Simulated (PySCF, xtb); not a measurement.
F4Si, charge -1, multiplicity 2. Atoms are numbered in the order given.

```xyz
5

F      1.3188     0.0000     0.7230
Si     0.0000     0.0000    -0.3046
F      0.0000     1.7091    -0.4861
F      0.0000    -1.7091    -0.4861
F     -1.3188     0.0000     0.7230
```
Charge -1, spin multiplicity 2.

Coordinates come from a r2SCAN-D4/def2-SVPD optimisation. The multiplicity is an assumed one; other spin states were not compared. The isomer is the one that the SMILES or the coordinates give; other isomers of the formula were not compared.

Level of theory: IEF-PCM-ωB97X/def2-SVPD in PySCF.

The values are the electrostatic part of the solvation free energy, E(continuum) − E(gas) at the gas-phase geometry, in a cavity of scaled van der Waals radii (PySCF's table); cavitation and dispersion terms are not included.

```tsv
solvent	ε	ΔG(elec) (kcal/mol)
water	78.36	-55.5
acetonitrile	35.69	…
cyclohexanone	15.62	-52.6
```

Some entries are withheld; supply them. (The exact figures need the calculation; the answer reports its results.)


- acetonitrile, ΔG(elec) (kcal/mol): -54.7

For comparison, GFN2-xTB/ALPB(water) (xtb, at the GFN2-xTB geometry, all terms of that model) gives -59.6 kcal/mol.
